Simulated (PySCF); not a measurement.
Gas-phase reaction: B₂H₆ + 2 H + 2 BCl₂ ⇌ 4 BH₂Cl

Method: PySCF energies plus ideal-gas RRHO corrections (1 bar). † marks an energy on the PBE0/def2-TZVP geometry and frequencies; other levels use their own. MP2 freezes the core. Open shells (unrestricted): H (multiplicity 2), BCl₂ (multiplicity 2); the rest are closed-shell singlets. BH₂Cl: computed as isolated molecules; such fragments, hydroxides, amides, oligomers or adducts are transient or little studied in the gas. MP2 isn't extrapolated to the basis-set limit.

| level | ΔH°(298 K), kJ |
|---|---|
| HF/def2-TZVP† | -645 |
| M06-2X/def2-TZVP† | ? |
| MP2/def2-SVP† | -684 |
| PBE/def2-SVP | ? |
| PBE/def2-TZVP† | -656 |
| PBE0/def2-QZVP† | ? |
| PBE0/def2-TZVP | -672 |
| ωB97M-V/def2-TZVP† | ? |

Some entries are withheld; supply them.


- M06-2X/def2-TZVP†, ΔH°(298 K), kJ: -720
- PBE/def2-SVP, ΔH°(298 K), kJ: -649
- PBE0/def2-QZVP†, ΔH°(298 K), kJ: -672
- ωB97M-V/def2-TZVP†, ΔH°(298 K), kJ: -739
